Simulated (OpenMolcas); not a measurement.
# SiH3O (SMILES [O][SiH3]): a chain of runs

Aim: the energy (UHF/STO-3G), then a single-point energy (CASSCF(3,3)/STO-3G), then a single-point energy (CASPT2(3,3)/STO-3G), then the energy (SC-NEVPT2(3,3)/STO-3G), then the energy (MRCI(3,3)/STO-3G) of SiH3O. 

The results are computed with OpenMolcas 26.06.

## 1. Starting point

SiH3O has 5 atoms, charge 0, and is taken as a doublet. As SMILES, `[O][SiH3]`. The Si2–H5 distance was set to 1.870 Å, away from the relaxed value.

Bond lengths: O1–Si2 1.530 Å, Si2–H3 1.490 Å, Si2–H4 1.494 Å. Angles: O1–Si2–H3 115.3°, O1–Si2–H4 114.5°, H3–Si2–H4 104.6°. A long bond or contact: Si2–H5 1.870 Å.

## 2. The energy at UHF/STO-3G (run 1)

Contents of step1.inp:

```
>>> EXPORT MOLCAS_PRINT=2

&GATEWAY
  BasLib=$CurrDir
  BasisSet
  O.STO-3G....
  O1 -1.662382 -0.011688 0.654056 angstrom
  End of Basis
  BasisSet
  Si.STO-3G....
  Si2 -0.311622 -0.271698 -0.016284 angstrom
  End of Basis
  BasisSet
  H.STO-3G....
  H3 -0.366422 -0.521938 -1.483644 angstrom
  H4 0.440118 -1.438798 0.536776 angstrom
  H5 0.917210 1.125960 0.164480 angstrom
  End of Basis

&SEWARD

&SCF
  UHF
  Spin=2
  Scramble=0.25
  PrOrbitals=1 1
```

The basis set STO-3G is read from a file made from the Basis Set Exchange's data (not shown).

On the command line:

```bash
export MOLCAS_MEM=1860
pymolcas step1.inp > step1.log
```

Standard output:

```text
--- Start Module: gateway ---
[...]
--- Stop Module: gateway /rc=_RC_ALL_IS_WELL_ ---
--- Start Module: seward ---
[...]
      Basis functions           17
--- Stop Module: seward /rc=_RC_ALL_IS_WELL_ ---
--- Start Module: scf ---
[...]
       Convergence after  25 Iterations
[...]
::    Total SCF energy                               -361.0709132142
[...]
      Total spin, S                                     0.5436671949
[...]
      Total electronic charge=   25.000000
      Total            charge=   -0.000000
[...]
      Dipole Moment (debye):
      Origin of the operator (angstrom)=   -0.7301   -0.1836    0.1961
                   X=  4.5180E-01               Y= -9.1185E-02               Z= -2.8425E-01           Total=  5.4151E-01
      Quadrupole Moment (debye*angstrom):
[...]
--- Stop Module: scf /rc=_RC_ALL_IS_WELL_ ---
[...]
```

Run time: 1.8 s. Hardware: 1 thread of Arm Neoverse V2, shared host; peak memory 0.37 GiB.

## 3. The energy at CASSCF(3,3)/STO-3G (run 2)

Contents of step2.input:

```
* H3OSi CASSCF

&GATEWAY
  BasLib=$CurrDir
  BasisSet
  O.STO-3G....
  O1 -1.662382 -0.011688 0.654056 angstrom
  End of Basis
  BasisSet
  Si.STO-3G....
  Si2 -0.311622 -0.271698 -0.016284 angstrom
  End of Basis
  BasisSet
  H.STO-3G....
  H3 -0.366422 -0.521938 -1.483644 angstrom
  H4 0.440118 -1.438798 0.536776 angstrom
  H5 0.917210 1.125960 0.164480 angstrom
  End of Basis

&SEWARD

&RASSCF
  FileOrb=$CurrDir/step1.UnaOrb
  Spin=2
  Nactel=3 0 0
  Inactive=11
  Ras2=3
  OrbListing=Nothing
  OrbAppear=Compact
```

The basis set STO-3G is read from a file made from the Basis Set Exchange's data (not shown).

On the command line:

```bash
export MOLCAS_MEM=1860
pymolcas step2.input > step2.log
```

Standard output:

```text
--- Start Module: gateway ---
[...]
--- Stop Module: gateway /rc=_RC_ALL_IS_WELL_ ---
--- Start Module: seward ---
[...]
      Basis functions           17
--- Stop Module: seward /rc=_RC_ALL_IS_WELL_ ---
--- Start Module: rasscf ---
[...]
      Number of active orbitals                  3
[...]
      Spin quantum number                      0.5
[...]
      Active orbitals                            3
[...]
      Number of CSFs                             8
[...]
      Number of root(s) required                 1
[...]
      Convergence after 11 iterations
[...]
      printout of CI-coefficients larger than  0.05 for root  1
      energy=    -361.100477
      conf/sym  111     Coeff  Weight
             1  2u0  -0.97538 0.95137
             4  udu   0.09546 0.00911
             5  02u   0.05889 0.00347
             6  uud   0.05495 0.00302
             8  0u2  -0.17463 0.03049
      Natural orbitals and occupation numbers for root  1
      sym 1:   1.917630   1.001343   0.081027
      ************************************************************************************************************************
      *                                                    Final results                                                     *
[...]
::    RASSCF root number  1 Total energy:   -361.10047745
[...]
      Total electronic charge=   25.000000
      Total            charge=   -0.000000
[...]
      Dipole Moment (debye):
      Origin of the operator (angstrom)=   -0.7301   -0.1836    0.1961
                   X=  5.4060E-01               Y=  1.1039E-02               Z= -2.6992E-01           Total=  6.0434E-01
      Quadrupole Moment (debye*angstrom):
[...]
--- Stop Module: rasscf /rc=_RC_ALL_IS_WELL_ ---
[...]
```

Wall time 1.7 s (1 thread of Arm Neoverse V2, shared host); peak memory 0.37 GiB.

## 4. The energy at CASPT2(3,3)/STO-3G (run 3)

Contents of step3.inp:

```
* H3OSi CASPT2

&gateway
 baslib
 $CurrDir
 basisset
 O.STO-3G....
 O1 -1.662382 -0.011688 0.654056 angstrom
 End of Basis
 basisset
 Si.STO-3G....
 Si2 -0.311622 -0.271698 -0.016284 angstrom
 End of Basis
 basisset
 H.STO-3G....
 H3 -0.366422 -0.521938 -1.483644 angstrom
 H4 0.440118 -1.438798 0.536776 angstrom
 H5 0.917210 1.125960 0.164480 angstrom
 End of Basis

&seward

&rasscf
 fileorb
 $CurrDir/step2.RasOrb
 spin
 2
 nactel
 3 0 0
 inactive
 11
 ras2
 3
 orblisting
 Nothing
 orbappear
 Compact

&caspt2
 imaginary
 0.1
 frozen
 6
```

The basis set STO-3G is read from a file made from the Basis Set Exchange's data (not shown).

On the command line:

```bash
export MOLCAS_MEM=1860
pymolcas step3.inp > step3.log
```

Standard output:

```text
--- Start Module: gateway ---
[...]
--- Stop Module: gateway /rc=_RC_ALL_IS_WELL_ ---
[...]
      Basis functions           17
[...]
--- Start Module: rasscf ---
[...]
      Number of active orbitals                  3
[...]
      Spin quantum number                      0.5
[...]
      Active orbitals                            3
[...]
      Number of CSFs                             8
[...]
      Number of root(s) required                 1
[...]
      Convergence after  4 iterations
[...]
      printout of CI-coefficients larger than  0.05 for root  1
      energy=    -361.100477
      conf/sym  111     Coeff  Weight
             1  2u0  -0.97538 0.95137
             4  udu   0.09546 0.00911
             5  02u   0.05889 0.00347
             6  uud   0.05495 0.00302
             8  0u2  -0.17463 0.03049
      Natural orbitals and occupation numbers for root  1
      sym 1:   1.917630   1.001343   0.081028
      ************************************************************************************************************************
      *                                                    Final results                                                     *
[...]
::    RASSCF root number  1 Total energy:   -361.10047745
[...]
      Total electronic charge=   25.000000
      Total            charge=   -0.000000
[...]
      Dipole Moment (debye):
      Origin of the operator (angstrom)=   -0.7301   -0.1836    0.1961
                   X=  5.4060E-01               Y=  1.1058E-02               Z= -2.6995E-01           Total=  6.0435E-01
      Quadrupole Moment (debye*angstrom):
[...]
--- Stop Module: rasscf /rc=_RC_ALL_IS_WELL_ ---
--- Start Module: caspt2 ---
[...]
 ###    WARNING: User changed nr of frozen orbitals.                         ###
 ###############################################################################
[...]
      E2 (Variational):          -0.0463546856
      Total energy:            -361.1468321379
[...]
      Reference weight:           0.97729
[...]
::    CASPT2 Root  1     Total energy:   -361.14683214
[...]
--- Stop Module: caspt2 /rc=_RC_ALL_IS_WELL_ ---
[...]
```

Run time: 1.6 s. Hardware: 1 thread of Arm Neoverse V2, shared host; peak memory 0.37 GiB.

## 5. The energy at SC-NEVPT2(3,3)/STO-3G (run 4)

Contents of step4.input:

```
* H3OSi NEVPT2
>>> EXPORT MOLCAS_PRINT=2
&GATEWAY
BasLib
$CurrDir
BasisSet
O.STO-3G....
O1 -1.662382 -0.011688 0.654056 angstrom
End of Basis
BasisSet
Si.STO-3G....
Si2 -0.311622 -0.271698 -0.016284 angstrom
End of Basis
BasisSet
H.STO-3G....
H3 -0.366422 -0.521938 -1.483644 angstrom
H4 0.440118 -1.438798 0.536776 angstrom
H5 0.917210 1.125960 0.164480 angstrom
End of Basis
&SEWARD
&RASSCF
FileOrb
$CurrDir/step2.RasOrb
Spin
2
Nactel
3 0 0
Inactive
11
Ras2
3
OrbListing
Nothing
OrbAppear
Compact
&CASPT2
SC-NEVPT2
Frozen
6
```

The basis set STO-3G is read from a file made from the Basis Set Exchange's data (not shown).

On the command line:

```bash
export MOLCAS_MEM=1860
pymolcas step4.input > step4.log
```

Standard output:

```text
--- Start Module: gateway ---
[...]
--- Stop Module: gateway /rc=_RC_ALL_IS_WELL_ ---
[...]
      Basis functions           17
[...]
--- Start Module: rasscf ---
[...]
      Number of active orbitals                  3
[...]
      Spin quantum number                      0.5
[...]
      Active orbitals                            3
[...]
      Number of CSFs                             8
[...]
      Number of root(s) required                 1
[...]
      Convergence after  4 iterations
[...]
      printout of CI-coefficients larger than  0.05 for root  1
      energy=    -361.100477
      conf/sym  111     Coeff  Weight
             1  2u0  -0.97538 0.95137
             4  udu   0.09546 0.00911
             5  02u   0.05889 0.00347
             6  uud   0.05495 0.00302
             8  0u2  -0.17463 0.03049
      Natural orbitals and occupation numbers for root  1
      sym 1:   1.917630   1.001343   0.081028
      ************************************************************************************************************************
      *                                                    Final results                                                     *
[...]
::    RASSCF root number  1 Total energy:   -361.10047745
[...]
      Total electronic charge=   25.000000
      Total            charge=   -0.000000
[...]
      Dipole Moment (debye):
      Origin of the operator (angstrom)=   -0.7301   -0.1836    0.1961
                   X=  5.4060E-01               Y=  1.1058E-02               Z= -2.6995E-01           Total=  6.0435E-01
      Quadrupole Moment (debye*angstrom):
[...]
--- Stop Module: rasscf /rc=_RC_ALL_IS_WELL_ ---
--- Start Module: caspt2 ---
[...]
 ###    WARNING: User changed nr of frozen orbitals.                         ###
 ###############################################################################
[...]
      E2 (Variational):          -0.0456404990
[...]
      E2 (Variational):          -0.0455255643
      Total energy:            -361.1460030166
[...]
      Reference weight:           0.97809
[...]
::    SC-NEVPT2 Root  1     Total energy:   -361.14600302
[...]
--- Stop Module: caspt2 /rc=_RC_ALL_IS_WELL_ ---
[...]
```

Wall time 1.6 s (1 thread of Arm Neoverse V2, shared host); peak memory 0.37 GiB.

## 6. A single-point energy at MRCI(3,3)/STO-3G (run 5)

Contents of step5.inp:

```
* H3OSi MRCI
>>> EXPORT MOLCAS_PRINT=2

&GATEWAY
 BasLib
 $CurrDir
 BasisSet
 O.STO-3G....
 O1 -1.662382 -0.011688 0.654056 angstrom
 End of Basis
 BasisSet
 Si.STO-3G....
 Si2 -0.311622 -0.271698 -0.016284 angstrom
 End of Basis
 BasisSet
 H.STO-3G....
 H3 -0.366422 -0.521938 -1.483644 angstrom
 H4 0.440118 -1.438798 0.536776 angstrom
 H5 0.917210 1.125960 0.164480 angstrom
 End of Basis

&SEWARD

&RASSCF
 FileOrb
 $CurrDir/step2.RasOrb
 Spin
 2
 Nactel
 3 0 0
 Inactive
 11
 Ras2
 3
 OrbListing
 Nothing
 OrbAppear
 Compact

&MOTRA
 LumOrb
 Frozen
 6

&GUGA
 Electrons
 13
 Spin
 2
 Inactive
 5
 Active
 3
 CIAll
 1

&MRCI
 SDCI
```

The basis set STO-3G is read from a file made from the Basis Set Exchange's data (not shown).

On the command line:

```bash
export MOLCAS_MEM=1860
pymolcas step5.inp > step5.log
```

Standard output:

```text
--- Start Module: gateway ---
[...]
--- Stop Module: gateway /rc=_RC_ALL_IS_WELL_ ---
[...]
      Basis functions           17
[...]
      Number of active orbitals                  3
[...]
      Spin quantum number                      0.5
[...]
      Active orbitals                            3
[...]
      Number of CSFs                             8
[...]
      Number of root(s) required                 1
[...]
      Convergence after  4 iterations
[...]
      printout of CI-coefficients larger than  0.05 for root  1
      energy=    -361.100477
      conf/sym  111     Coeff  Weight
             1  2u0  -0.97538 0.95137
             4  udu   0.09546 0.00911
             5  02u   0.05889 0.00347
             6  uud   0.05495 0.00302
             8  0u2  -0.17463 0.03049
      Natural orbitals and occupation numbers for root  1
      sym 1:   1.917630   1.001343   0.081028
      ************************************************************************************************************************
      *                                                    Final results                                                     *
[...]
::    RASSCF root number  1 Total energy:   -361.10047745
[...]
      Dipole Moment (debye):
      Origin of the operator (angstrom)=   -0.7301   -0.1836    0.1961
                   X=  5.4060E-01               Y=  1.1058E-02               Z= -2.6995E-01           Total=  6.0435E-01
      Quadrupole Moment (debye*angstrom):
[...]
      *** WARNING: Default frozen orbitals is overwritten by user input.
      *** Default values:   3
[...]
--- Start Module: guga ---
[...]
--- Stop Module: guga /rc=_RC_ALL_IS_WELL_ ---
--- Start Module: mrci ---
[...]
       (But an ACPF correction will be computed)
       USE THE DEFAULT ACPF G-VALUE GFAC=  0.15384615384615385
[...]
                      CI ENERGY:  -361.16462420
[...]
                ACPF CORRECTION:    -0.00269928
[...]
      Total electronic charge=   25.000000
      Total            charge=   -0.000000
[...]
     ACPF CORRECTION:     -0.00269928
[...]
  CI State   1     Total energy:   -361.16462420     QDav:     -0.00321466     QACPF:     -0.00269928
[...]
--- Stop Module: mrci /rc=_RC_ALL_IS_WELL_ ---
[...]
```

Run time: 1.9 s. Hardware: 1 thread of Arm Neoverse V2, shared host; peak memory 0.37 GiB.

## 7. What came out

```
                                                    quantity          value
                             run 1, UHF/STO-3G: total energy  -361.07091 Eh
                            run 1, UHF/STO-3G: dipole moment         0.54 D
       run 1, UHF/STO-3G: HOMO energy (highest over α and β)       -9.15 eV
        run 1, UHF/STO-3G: LUMO energy (lowest over α and β)        6.80 eV
                                     run 1, UHF/STO-3G: ⟨S²⟩          0.839
                     run 2, CASSCF(3,3)/STO-3G: total energy  -361.10048 Eh
   run 2, CASSCF(3,3)/STO-3G: dipole moment (CASSCF density)         0.60 D
                     run 3, CASPT2(3,3)/STO-3G: total energy  -361.14683 Eh
   run 3, CASPT2(3,3)/STO-3G: dipole moment (CASSCF density)         0.60 D
                  run 4, SC-NEVPT2(3,3)/STO-3G: total energy  -361.14600 Eh
run 4, SC-NEVPT2(3,3)/STO-3G: dipole moment (CASSCF density)         0.60 D
                       run 5, MRCI(3,3)/STO-3G: total energy  -361.16462 Eh
     run 5, MRCI(3,3)/STO-3G: dipole moment (CASSCF density)         0.60 D
```

What this shows: Mulliken charges (run 5, MRCI(3,3)/STO-3G) of the CASSCF density run from -0.35 on O1 to +0.79 on Si2.
